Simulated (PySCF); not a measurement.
**H3N, SMILES `N` (charge 0, multiplicity 1)**

Level of theory: TPSSh-D3(BJ)/def2-TZVP // BP86-D3(BJ)/def2-SVP in PySCF.

```yaml
HOMO: -6.91 eV
dipole_moment: 1.81 D
LUMO: 0.67 eV
HOMO–LUMO gap: 7.58 eV
total_energy: -1539.65 eV
cost: very roughly 10 core-seconds
```

Bonds (Å): N1–H2 1.032, N1–H3 1.032, N1–H4 1.032. Angles (°): H2–N1–H3 104.1, H2–N1–H4 104.1, H3–N1–H4 104.1.
